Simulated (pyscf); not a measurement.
H₂C=CH–SiH₃ + CH₃• -> H₃C–CH₂–CH•–SiH₃, an addition (doublet surface; none broken, C–C formed). Structures and frequencies: ωB97X-D3(BJ)/def2-SVP in PySCF. Energies in kJ/mol from the separated reactants.

Small-basis levels: PySCF, no dispersion term, spherical d functions. Open shells are spin-unrestricted. 

### Question
In single points B3LYP/LANL2DZ puts the saddle at 22.8 kJ/mol and the reaction energy at -110.2 kJ/mol. Should these be trusted to within a few kcal/mol? Compare with ωB97M-D3(BJ)/def2-TZVP.

### Answer
ωB97M-D3(BJ)/def2-TZVP gives ΔE‡ = 17.7 kJ/mol and ΔE = -128.8 kJ/mol. B3LYP/LANL2DZ lies 5.0 kJ/mol over it in the barrier and 18.6 kJ/mol over it in the reaction energy, so on this step it does not hold to within 12.6 kJ/mol. ωB97M-D3(BJ)/def2-TZVP has limits of its own. H₃C–CH₂–CH•–SiH₃ lies 114.7 kJ/mol over its isomer H₃C–Si•(CH₃)–CH₃ (electronic energy, ωB97M-D3(BJ)). One saddle was located; it need not be the lowest between these sides.
